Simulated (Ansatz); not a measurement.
Ideal-gas functions of HLi at 400 K and 1 bar, from an Ansatz frequency run at PBE0-D4/def2-TZVP.

Molar mass 7.95 g/mol, point group C∞v (symmetry number 1), electronic degeneracy 1, moments of inertia 2.246 u Å². Harmonic wavenumbers (cm⁻¹, unscaled): 1412.

Use S(trans) = R[1.5 ln M + 2.5 ln T − 1.1517]; rotational temperatures θ = 24.2544 K / I; S(rot) = R[ln(T/σθ) + 1]; for each mode x = 1.438777 ν̃/T, S = R[x/(eˣ − 1) − ln(1 − e⁻ˣ)] and H = RT x/(eˣ − 1); 1 cm⁻¹ = 0.0119627 kJ/mol; R = 8.31446 J/(mol·K).

By hand: the entropy, in J/(mol·K).

Translation 140.8. Rotation: θ = 10.7989 K, giving 38.3. Vibration, mode by mode: 0.32, in all 0.3. Electronic 0.0. Sum 179.4 J/(mol·K).

By hand: H − E and G − E in kJ/mol, counted from the electronic energy.

Zero-point energy ½ × 1412 × 0.0119627 = 8.4; thermal vibration 0.1; translation, rotation and pV give 3.5 RT = 11.6. H − E = 20.1 kJ/mol, and G − E = 20.1 − 400 × 179.4/1000 = -51.7 kJ/mol.

Vibration gives 0 % of the entropy; all modes have x over 3 and are hardly excited.
